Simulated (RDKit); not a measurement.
Input for RDKit: MMFF94 on DMSO (SMILES CS(C)=O), a point of a torsion scan.

```python
from rdkit import Chem
from rdkit.Chem import AllChem, rdDetermineBonds

blocks = [
'''10

C    -1.42308685   -0.04584964   -0.34653335
S    -0.05756371   -0.49153790    0.83681918
C    -0.49506696   -2.28534514    0.95989709
O     1.17874564   -0.43328284    0.05877782
H    -1.93778231   -0.92572317   -0.71267130
H    -0.96798186    0.49767689   -1.16662928
H    -2.12059447    0.59526076    0.18218784
H    -0.42595467   -2.74049696   -0.02186553
H     0.21928163   -2.75262504    1.63012218
H    -1.49640635   -2.36867495    1.36635755
''',
]
mol = None
for b in blocks:
    f = Chem.MolFromXYZBlock(b)
    rdDetermineBonds.DetermineBonds(f, charge=0)
    mol = f if mol is None else Chem.CombineMols(mol, f)
Chem.SanitizeMol(mol)
print(Chem.MolToSmiles(Chem.RemoveHs(mol)))
ff = AllChem.MMFFGetMoleculeForceField(mol, AllChem.MMFFGetMoleculeProperties(mol), nonBondedThresh=100.0, ignoreInterfragInteractions=False)
e = ff.CalcEnergy()
print(f'MMFF94 energy {e:.6f} kcal/mol')
```

The log:

```
C[S+](C)[O-]
MMFF94 energy 25.442834 kcal/mol
```

The run finished.

Cost: around 0.020 core-seconds (rough).
